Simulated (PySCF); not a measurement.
N₂, SMILES N#N. Geometry: PBE0-D3(BJ)/def2-TZVPD.

TDA-M06-2X/def2-TZVPD in PySCF 2.14.0 puts the lowest singlet excitations at 8.82, 9.37, 9.37, 10.26, 10.26, 13.13 eV.

Question: What are the lowest excitation roots from PySCF 2.14.0 with ADC(3)/aug-cc-pVDZ? (An estimate is asked for; the answer gives what the named calculation found.)

Answer: 9.45, 9.45, 9.81, 10.18, 10.18, 13.20 eV. S1 differs by 0.63 eV (second minus first; roots are paired by order, and the bases may differ).
